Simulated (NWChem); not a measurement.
Atomisation of hydrogen peroxide (H2O2)

```
O
H 1 0.9670
O 1 1.4185 2 101.03
H 3 0.9670 1 101.03 2 117.50
```
Charge 0, spin multiplicity 1.

The numbers come from NWChem runs, not from measurements. Structure: optimised with PBE0/def2-SVP, a minimum by its harmonic frequencies. It is one conformer; others weren't searched.

Basis set: def2-TZVP. The atomisation energy is electronic alone: no zero-point, thermal, spin-orbit or counterpoise terms. No value is extrapolated to the basis-set limit. Free atoms are single determinants with multiplicities O 3, H 2.

The stability of the SCF solutions was not checked. Open-shell Hartree-Fock references start from PBE0 orbitals.

### Question
Order these methods by the atomisation energy they give, lowest first: PBE0, PBE, TPSS, HF, LC-wPBE (omega 0.3 per bohr).

### Answer
HF (132.9 kcal/mol), PBE0 (260.7 kcal/mol), TPSS (265.1 kcal/mol), LC-wPBE (omega 0.3 per bohr) (270.9 kcal/mol), PBE (278.8 kcal/mol)
